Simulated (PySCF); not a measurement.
Series CXY, Y = H, computed as singlets and as triplets. Isolated molecules, 0 K electronic values unless said otherwise. One relaxed conformer stands for each flexible species; it need not be the lowest. Strings in code marks are SMILES.

The HOMO from two functionals at the same geometries (PBE0-D3(BJ)/def2-TZVP), both in PySCF: PBE-D3(BJ)/def2-TZVP and PBE0-D3(BJ)/def2-TZVP. 

```
species                                                                                                                   PBE-D3(BJ)/def2-TZVP (eV)
------------------------------------------------------------------------------------------------------------------------  -------------------------
X = hydroxy, multiplicity 1 (`[CH]O` (lower singlet; H–C–O–H torsion 0°))                                                                     -4.98
X = amino, multiplicity 1 (`[CH]N` (lower singlet))                                                                                           -4.57
X = formyl, multiplicity 1 (`[CH]C=O` (singlet; the order of the spin states depends on the level; H–C–C–O torsion 83°))                      -5.65
```

Q: What does PBE0-D3(BJ)/def2-TZVP give for each?

A: 
- X = hydroxy, multiplicity 1 (`[CH]O` (lower singlet; H–C–O–H torsion 0°)): -6.41
- X = amino, multiplicity 1 (`[CH]N` (lower singlet)): -5.95
- X = formyl, multiplicity 1 (`[CH]C=O` (singlet; the order of the spin states depends on the level; H–C–C–O torsion 83°)): -6.93
Over these rows, drawn at random from the members with no instability flagged (it was tested for open shells, ions and some series alone), PBE minus PBE0-D3(BJ): mean +1.37 eV, from +1.28 eV to +1.42 eV.
